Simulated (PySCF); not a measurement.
Silicon: a sound run and one with changed settings

Sound run: Si [Ne] 3s2 3p2, Si⁺ [Ne] 3s2 3p1. All numbers are calculated (PySCF 2.14, no relativity, point nucleus, in pcseg-2). The sound run starts from symmetry-adapted Hartree-Fock orbitals and uses a fine grid where one is needed.

Changed run: radial step 0.3 in ln r (0.13 in the sound run). This setting is unsound on purpose.

```
species  method  sound run (hartree)  changed run (hartree)  converged
     Si     UHF           -288.84811             -288.84811        yes
     Si  r2SCAN           -289.34542             -289.34571        yes
     Si   M06-L           -289.35806             -289.35747        yes
    Si⁺     UHF           -288.56755             -288.56755        yes
    Si⁺  r2SCAN           -289.03949             -289.03964        yes
    Si⁺   M06-L           -289.06239             -289.06013        yes
```

Ionisation energy of Si:

```
method  sound run (eV)  changed run (eV)
   UHF           7.635             7.635
r2SCAN           8.325             8.329
 M06-L           8.046             8.091
```

A coarse radial grid mis-integrates the density and the exchange-correlation energy, with errors of either sign; Hartree-Fock needs no grid.

For comparison, NIST gives 8.152 eV between the lowest levels.
